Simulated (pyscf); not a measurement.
Single points on ωB97X-D3(BJ)/def2-SVP structures (PySCF, gas phase). MP2 and CC: frozen core, UHF for open shells. ΔMP2 is the change of the MP2 total energy from the triple- to the quadruple-zeta basis.

**Question.** For the elementary gas-phase step F–GeH₂–F + hydrogen fluoride (HF) → hydrogen fluoride (HF) + F–GeH: [singlet] + hydrogen fluoride (HF) (singlet surface; F–Ge, Ge–H, F–H broken, F–H, F–H formed), what barrier and reaction energy does CCSD(T)/def2-TZVPP + ΔMP2(QZVPP) give, measured from the separated reactants?

**Answer.** ΔE‡ = 1.81 eV, ΔE = +1.90 eV. Zero-point energy shifts the barrier by -0.03 eV. It is a multi-bond step, with an imaginary mode of 1332i cm⁻¹. On the reactant side the descent ends in a complex (not fully relaxed), 0.28 eV under the separated species and 1.96 eV under the saddle at ωB97X-D3(BJ)/def2-TZVP. On the product side the descent ends in an adduct with a F–Ge contact, 0.72 eV under the separated species and 0.35 eV under the saddle at ωB97X-D3(BJ)/def2-TZVP. At CCSD(T) the saddle lies under the separated products, which points to a path from their complex (located at ωB97X-D3(BJ) alone), and parting the products costs more than the saddle. What is counted as broken (F–Ge) persists as a longer contact in the product adduct; parting that adduct is a step of its own. At ωB97X-D3(BJ)/def2-TZVP the barrier from the zero used here is 1.68 eV. This is the saddle that the search found; another between the same sides may lie lower. The CCSD(T) − MP2 part came from Ansatz, without density fitting, on the same reference. The frozen core leaves the outer d or s,p core shells of the metals and heavy elements correlated in the MP2 and CC values, and def2-TZVPP describes them poorly, which can shift differences by a few kcal/mol. Elements up to Kr have no core potential and no relativistic terms here.
